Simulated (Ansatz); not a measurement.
# Worked example: correlation energy of HCO, quartet

Geometry: that of the HCO, doublet, kept fixed. The doublet lies 6.5 eV lower here.

```xyz
3

O     0.0000    0.0746    0.5425
C     0.0000   -0.1522   -0.6041
H     0.0000    0.6297   -1.4126
```

Basis cc-pVDZ; Ansatz 0.2.0. Only valence electrons are correlated (noble-gas cores frozen), which leaves 11 electrons in 31 orbitals. R marks a restricted (for open shells ROHF) determinant, U an unrestricted one.

Full CI isn't at hand for all of this; UCCSDTQ serves as the reference, and is uncertain by the last step of the cluster series or more.

UCCSD has a T1 diagnostic of 0.023 and a largest doubles amplitude of 0.03.

Runs differ by some tens of microhartree through their thresholds and, for an open shell, their frozen cores, so steps under 0.03 kcal/mol mean nothing.

```json
{"level": "UHF", "total energy (hartree)": "-113.086412"}
{"level": "UMP2", "total energy (hartree)": "-113.303796"}
{"level": "UCCSD", "total energy (hartree)": "-113.330789"}
{"level": "UCCSD(T)", "total energy (hartree)": "-113.335369"}
{"level": "UCCSDT", "total energy (hartree)": "-113.336033"}
{"level": "UCCSDT(Q)", "total energy (hartree)": "-113.336349"}
{"level": "UCCSDTQ", "total energy (hartree)": "-113.336348"}
```

Problem. What is the correlation energy at UCCSDTQ, and what share of it do UMP2 and UCCSD recover?

Solution. E(corr) = -113.336348 − (-113.086412) = -0.249936 hartree = -6.801 eV. UMP2: -0.217384 / -0.249936 = 86.98 %. UCCSD: -0.244377 / -0.249936 = 97.78 %.

Problem. By how many kcal/mol does UCCSD(T) miss UCCSDTQ (1 hartree = 627.509 kcal/mol), and which steps make up the rest?

Solution. -113.335369 − (-113.336348) = 0.000979 hartree = 0.61 kcal/mol. Steps: UCCSDT − UCCSD(T) = -0.42, UCCSDT(Q) − UCCSDT = -0.20, UCCSDTQ − UCCSDT(Q) = 0.00 kcal/mol. That is within 1 kcal/mol of the reference in this basis, which itself misses far more of the correlation at the basis-set limit.
